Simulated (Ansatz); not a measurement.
Compare A (`FC(S)S`) with its isomer B (`FCSS`).

Program: Ansatz. Geometries: PBE0-D4/def2-TZVP. ΔE: electronic, gas phase. CCSD(T)/CBS adds triple-zeta CCSD(T) − MP2 to the extrapolated MP2 energy (def2 sets, frozen cores). Functionals use def2-TZVPP. B3LYP here is the variant with VWN-RPA as its local correlation; programs differ in this. Each species was taken in one conformer, which may not be the lowest.

A:

```xyz
7

F     0.296   -1.249   -1.146
C     0.200   -0.309   -0.155
S    -0.741    1.126   -0.677
S    -0.651   -1.131    1.223
H     1.213   -0.023    0.126
H     0.236    1.669   -1.427
H    -0.553   -0.083    2.056
```

B:

```xyz
7

F     1.2757    0.1913   -1.0063
C     0.8970    0.1374    0.3117
S    -0.4534   -1.0010    0.5980
S    -2.0709    0.0502   -0.0675
H     1.7369   -0.2393    0.9042
H     0.6120    1.1408    0.6312
H    -1.9974   -0.2794   -1.3712
```

Which isomer does CCSD(T)/CBS put lower? Give the gap. (Estimate.)

Computed: B, by 7.0 kcal/mol.

Give E(B) − E(A) in kcal/mol with B3LYP, BLYP-D4, CCSD(T)/def2-SVP, r2SCAN-D4, B3LYP-D4, PBE-D4, MP2/def2-TZVPP. (Best estimate.)

Computed: B3LYP -8.7, BLYP-D4 -8.6, CCSD(T)/def2-SVP -2.6, r2SCAN-D4 -8.1, B3LYP-D4 -8.5, PBE-D4 -8.6, MP2/def2-TZVPP -6.4. None reverses the order clearly.

Does the order hold for the free energy at 298.15 K (harmonic terms from PBE0-D4)? (Estimate.)

Ansatz gave: Yes: G(B) − G(A) = -5.3 kcal/mol, for one conformer each.

Largest T1 diagnostic: 0.012.

In def2-TZVPP, CCSD(T) changes the Hartree–Fock value by +1.7 kcal/mol (the triples alone add +0.1 kcal/mol) and MP2 by +1.6 kcal/mol. At CCSD(T), def2-SVP lies +4.4 kcal/mol from the extrapolated value and def2-TZVPP +0.8 kcal/mol.
